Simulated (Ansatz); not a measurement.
Results of BLYP (plane waves, PAW; Ansatz, an electronic-structure program) for antiferromagnetic (type II) rock-salt NiO.

From the output:

```
Crystal: 4 atoms, lattice volume = 38.436 Å³
Basis set: ecut = 520 eV, 1033 PW (Γ), FFT grids on a1−a3, a2−a3, a3, exchange–correlation on 48×48×80 points (8 copies of the dense FFT grid, shifted against one another)
Bands: 32, of which v1, the nominal top of the filled ones, is band 24 counted from 1 (23 counted from 0)
Symmetry: 12 space group operations
Space group: R-3m (ITA 166), of the structure as read, at distance tolerance 3.4e-5 Å
k-points: 288 of 2744
Initial density: superposition of atomic densities (chi_scale 0.1, normalization cell, long waves kept (reshape's long-wave potential 0.00 eV rms))
Functional: x = b88, c = lyp
spin=Collinear: Kerker preconditioning applied to the charge; magnetization (m = ρ↑ − ρ↓) channel mixes plain (no charge-response kernel on spin).
SCF 1 converged in 13 iterations: F = -12833.251929 eV  dr2 = 3.23e-11
SCF converged after 13 iterations
Magnetization: 0.0000 μB (24.0000 up, 24.0000 down)
Free energy (F): -12833.251929 eV
Internal energy: -12833.251929 eV  (E = F + TS)
E sigma→0 (E₀):  -12833.251929 eV
Fermi energy:    13.580875 eV
--- Forces (eV/Å), atoms counted from 1 ---
  atom   1  Ni    -0.00000000     0.00000000     0.00000000
  atom   2  Ni     0.00000000    -0.00000000     0.00000000
  atom   3  O      0.00000000     0.00000000     0.00000000
  atom   4  O     -0.00000000    -0.00000000    -0.00000000
--- Stress (GPa, compression-positive) ---
        0.009192       0.000211       0.000211
        0.000211       0.009192       0.000211
        0.000211       0.000211       0.009192
  P = ⅓ Tr σ = 0.0092 GPa (0.092 kbar)
```

Question: Write an input file that could have produced this run (the log leaves some choices open).

Answer: One answer among several that fit: 
Ansatz 0.2 input:
```yaml
crystal:
  lattice:
    - [4.2452083142, 2.1158580062, 2.1158580062]
    - [2.1158580062, 4.2452083142, 2.1158580062]
    - [2.1158580062, 2.1158580062, 4.2452083142]
  atoms:
    - { symbol: Ni, position: [0.0, 0.0, 0.0], spin: 2.0 }
    - { symbol: Ni, position: [0.5, 0.5, 0.5], spin: -2.0 }
    - { symbol: O, position: [0.25, 0.25, 0.25], spin: 0.0 }
    - { symbol: O, position: [0.75, 0.75, 0.75], spin: 0.0 }
basis:
  ecutwfc: 520
  ecutrho_ratio: 4
  xc_grid: 2
kpoints:
  mp_grid: { grid: [14, 14, 14] }
  band_path:
    path:
      - [0.0, 0.0, 0.0]
      - [0.083333, 0.083333, 0.083333]
      - [0.166667, 0.166667, 0.166667]
      - [0.25, 0.25, 0.25]
      - [0.333333, 0.333333, 0.333333]
      - [0.416667, 0.416667, 0.416667]
      - [0.5, 0.5, 0.5]
      - [0.524023, 0.475977, 0.5]
      - [0.548046, 0.451954, 0.5]
      - [0.572069, 0.427931, 0.5]
      - [0.596092, 0.403908, 0.5]
      - [0.620116, 0.379884, 0.5]
      - [0.644139, 0.355861, 0.5]
      - [0.668162, 0.331838, 0.5]
      - [0.692185, 0.307815, 0.5]
      - [0.716208, 0.283792, 0.5]
      - [0.740231, 0.259769, 0.5]
      - [0.764254, 0.235746, 0.5]
      - [0.788277, 0.211723, 0.5]
      - [0.812301, 0.187699, 0.5]
      - [0.5, -0.187699, 0.187699]
      - [0.5, -0.160885, 0.160885]
      - [0.5, -0.134071, 0.134071]
      - [0.5, -0.107257, 0.107257]
      - [0.5, -0.080443, 0.080443]
      - [0.5, -0.053628, 0.053628]
      - [0.5, -0.026814, 0.026814]
      - [0.5, 0.0, 0.0]
      - [0.458333, 0.0, 0.0]
      - [0.416667, 0.0, 0.0]
      - [0.375, 0.0, 0.0]
      - [0.333333, 0.0, 0.0]
      - [0.291667, 0.0, 0.0]
      - [0.25, 0.0, 0.0]
      - [0.208333, 0.0, 0.0]
      - [0.166667, 0.0, 0.0]
      - [0.125, 0.0, 0.0]
      - [0.083333, 0.0, 0.0]
      - [0.041667, 0.0, 0.0]
      - [0.024561, -0.024561, 0.0]
      - [0.049121, -0.049121, 0.0]
      - [0.073682, -0.073682, 0.0]
      - [0.098243, -0.098243, 0.0]
      - [0.122803, -0.122803, 0.0]
      - [0.147364, -0.147364, 0.0]
      - [0.171925, -0.171925, 0.0]
      - [0.196486, -0.196486, 0.0]
      - [0.221046, -0.221046, 0.0]
      - [0.245607, -0.245607, 0.0]
      - [0.270168, -0.270168, 0.0]
      - [0.294728, -0.294728, 0.0]
      - [0.319289, -0.319289, 0.0]
      - [0.34385, -0.34385, 0.0]
      - [0.65615, 0.0, 0.34385]
      - [0.630125, 0.0, 0.369875]
      - [0.6041, 0.0, 0.3959]
      - [0.578075, 0.0, 0.421925]
      - [0.55205, 0.0, 0.44795]
      - [0.526025, 0.0, 0.473975]
      - [0.5, 0.0, 0.5]
      - [0.461538, 0.0, 0.461538]
      - [0.423077, 0.0, 0.423077]
      - [0.384615, 0.0, 0.384615]
      - [0.346154, 0.0, 0.346154]
      - [0.307692, 0.0, 0.307692]
      - [0.269231, 0.0, 0.269231]
      - [0.230769, 0.0, 0.230769]
      - [0.192308, 0.0, 0.192308]
      - [0.153846, 0.0, 0.153846]
      - [0.115385, 0.0, 0.115385]
      - [0.076923, 0.0, 0.076923]
      - [0.038462, 0.0, 0.038462]
    npoints: 1
hamiltonian:
  xc: blyp
  dispersion: none
  pseudopotentials: { kind: paw }
scf:
  occupations: { method: fermi_dirac, width: 0.01 }
  convergence: { dr2_threshold: 0.0000000004 }
output:
  forces: true
  stress: true
  eigenvalues: true
  write_bands: true
magnetization:
  spin_polarized: true
```

The PAW data were made under PBE.

Note: without U or exact exchange, gaps and moments of open d shells tend to come out too small.

It cost roughly 60 core-seconds of CPU time.
